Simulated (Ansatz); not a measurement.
# C3H7NS: a ladder of functionals and wavefunction methods

Aim: compute C3H7NS with functionals from several rungs and with coupled cluster, and see how far each lands from CCSD(T) at the basis-set limit for the atomisation energy.

Program: Ansatz 0.2.0, Gaussian basis. Level of theory: functionals in def2-TZVPP, the program's frozen cores in correlated methods. These are calculated values, not measurements.

The runs, in order: PBE-D4, r2SCAN-D4, PBE0-D4, B3LYP-D4, ωB97X-V, ωB97M-V, B2PLYP; CCSD(T)/def2-TZVPP; MP2/def2-QZVPP; extrapolation to the limit.

### 1 Structure used throughout

All runs share one geometry, relaxed beforehand with PBE0-D4 in a triple-zeta def2 set.

SMILES `CCNC=S`, 12 atoms, charge 0, spin multiplicity 1.

Atoms are counted from 1 here; the program's logs count them from 0.

Bond lengths: C1–C2 1.518 Å, C1–H6 1.092 Å, C1–H7 1.092 Å, C1–H8 1.093 Å, C2–N3 1.445 Å, C2–H9 1.092 Å, C2–H10 1.095 Å, N3–C4 1.331 Å, N3–H11 1.011 Å, C4–S5 1.636 Å, C4–H12 1.093 Å. Angles: C2–C1–H6 110.9°, C2–C1–H7 110.4°, C2–C1–H8 111.1°, H6–C1–H7 108.5°, H6–C1–H8 108.1°, H7–C1–H8 107.8°, C1–C2–N3 112.7°, C1–C2–H9 110.6°, C1–C2–H10 110.3°, N3–C2–H9 107.3°, N3–C2–H10 109.0°, H9–C2–H10 106.8°, C2–N3–C4 125.4°, C2–N3–H11 118.6°, C4–N3–H11 115.9°, N3–C4–S5 126.2°, N3–C4–H12 112.6°, S5–C4–H12 121.2°.

### 2 PBE-D4 (GGA)

Contents of in.yaml:

```yaml
crystal:
  periodic: [false, false, false]
  atoms:
    - {symbol: C, position_ang: [-1.399814, -0.386600, -0.699332]}
    - {symbol: C, position_ang: [-0.130141, -0.770142, 0.038421]}
    - {symbol: N, position_ang: [0.478127, 0.348904, 0.721474]}
    - {symbol: C, position_ang: [1.629271, 0.925290, 0.384828]}
    - {symbol: S, position_ang: [2.309167, 2.223991, 1.110627]}
    - {symbol: H, position_ang: [-1.194179, 0.368655, -1.460189]}
    - {symbol: H, position_ang: [-1.835362, -1.261365, -1.187157]}
    - {symbol: H, position_ang: [-2.146444, 0.018877, -0.012248]}
    - {symbol: H, position_ang: [0.612116, -1.168210, -0.656828]}
    - {symbol: H, position_ang: [-0.338659, -1.561457, 0.766017]}
    - {symbol: H, position_ang: [-0.020802, 0.774833, 1.490367]}
    - {symbol: H, position_ang: [2.113620, 0.432023, -0.461978]}
basis:
  gaussian: {orbitals: def2-TZVPP}
hamiltonian: {xc: pbe, dispersion: d4}
output: {forces: true, orbitals: {seedname: orbitals}}
```

Command:

```
$ ansatz run in.yaml --threads 4 --pin off --events-out ev --progress --plain --max-ram 10444MiB
```

After this run come: r2SCAN-D4 (meta-GGA); PBE0-D4 (hybrid); B3LYP-D4 (hybrid); ωB97X-V (range-separated); ωB97M-V (range-separated); B2PLYP (double hybrid); CCSD(T) in def2-TZVPP; MP2 in def2-QZVPP.

Before running them: what should the planned runs give, taken together? Wanted: atomisation energy, CCSD(T)/CBS; farthest; mean size of error, hybrid; mean size of error, range-separated; gap, smallest and largest; T1 diagnostic; triples share of the correlation energy.

**Answer**, as computed:

| quantity | value |
| --- | --- |
| atomisation energy, CCSD(T)/CBS | 4599.8 kJ/mol |
| functionals within 23.0 kJ/mol (0.5 %) | ωB97X-V |
| farthest | PBE-D4 (+150.0 kJ/mol) |
| mean size of error, hybrid | 40.2 kJ/mol |
| mean size of error, range-separated | 26.7 kJ/mol |
| gap, smallest and largest | 3.14 eV (PBE-D4), 9.76 eV (ωB97X-V) |
| T1 diagnostic | 0.0153 |
| triples share of the correlation energy | 4.4 % |

What this shows: PBE-D4 is off by +150.0 kJ/mol. Double hybrids carry the basis error of their MP2 part in triple zeta, and no dispersion term here, so their miss is partly the set-up's. The reference freezes the cores and leaves out relativity and excitations past (T), so misses under about 23.0 kJ/mol can't be ranked. Hartree-Fock recovers 71 % of the binding; the rest is correlation. The gap grows from 3.1 to 9.8 eV across the functionals, mostly with the share of exact exchange.
